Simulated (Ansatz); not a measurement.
**CH₃F₂NS: basis-set convergence**

How large a basis does CH₃F₂NS need? Two functionals are run in growing sets.

Computed with Ansatz 0.2.0, Gaussian basis. Level: one geometry, several basis sets.

Plan: PBE0-D4/def2-SVP; ωB97M-V/def2-SVP; PBE0-D4/def2-QZVPP; ωB97M-V/def2-QZVPP; the functionals' def2-TZVPP values are taken from earlier runs.

## 1. Structure used throughout

The geometry comes from an earlier relaxation with PBE0-D4 in a triple-zeta def2 set; it is a stationary point, not always the lowest conformer.

SMILES `NC(F)(F)S`, 8 atoms, charge 0, spin multiplicity 1.

Atoms are counted from 1 here; the program's logs count them from 0.

Bond lengths: N1–C2 1.405 Å, N1–H6 1.011 Å, N1–H7 1.011 Å, C2–F3 1.350 Å, C2–F4 1.350 Å, C2–S5 1.829 Å, S5–H8 1.344 Å. Angles: C2–N1–H6 111.6°, C2–N1–H7 111.6°, H6–N1–H7 110.7°, N1–C2–F3 108.8°, N1–C2–F4 108.8°, N1–C2–S5 113.4°, F3–C2–F4 107.0°, F3–C2–S5 109.4°, F4–C2–S5 109.4°, C2–S5–H8 95.7°.

## 2. PBE0-D4 in def2-SVP

in.yaml

```yaml
crystal:
  periodic: [false, false, false]
  atoms:
    - {symbol: N, position_ang: [0.861878, 0.597094, -0.737492]}
    - {symbol: C, position_ang: [-0.291622, 0.012672, -0.186803]}
    - {symbol: F, position_ang: [-1.240004, 0.964363, -0.055122]}
    - {symbol: F, position_ang: [-0.769593, -0.904899, -1.054030]}
    - {symbol: S, position_ang: [0.000309, -0.780278, 1.434797]}
    - {symbol: H, position_ang: [1.219079, 1.338781, -0.151352]}
    - {symbol: H, position_ang: [1.578264, -0.092526, -0.917676]}
    - {symbol: H, position_ang: [-1.266211, -1.192507, 1.611977]}
basis:
  gaussian: {orbitals: def2-SVP}
hamiltonian: {xc: pbe0, dispersion: d4}
output: {orbitals: {seedname: orbitals}}
```

Command:

```console
ansatz run in.yaml --threads 2 --pin off --events-out ev --progress --plain --max-ram 4352MiB
```

Further steps of the session: ωB97M-V in def2-SVP; PBE0-D4 in def2-QZVPP; ωB97M-V in def2-QZVPP.

**Question.** What will the summary of the whole plan be? Wanted: PBE0-D4: double and triple zeta above quadruple; ωB97M-V: double and triple zeta above quadruple.

The runs gave:

| quantity | value |
| --- | --- |
| PBE0-D4: double and triple zeta above quadruple | 14.17, 0.75 eV |
| ωB97M-V: double and triple zeta above quadruple | 14.34, 0.71 eV |

What this shows: For PBE0-D4 the step from double to triple zeta gains 13.42 eV and the next only 0.75 eV. These are total energies; as a rule much of such shifts cancels in differences, which this series doesn't test. The LUMO of ωB97M-V is positive and keeps falling with the basis (2.57 to 1.37 eV): an unbound level that the basis holds in place.
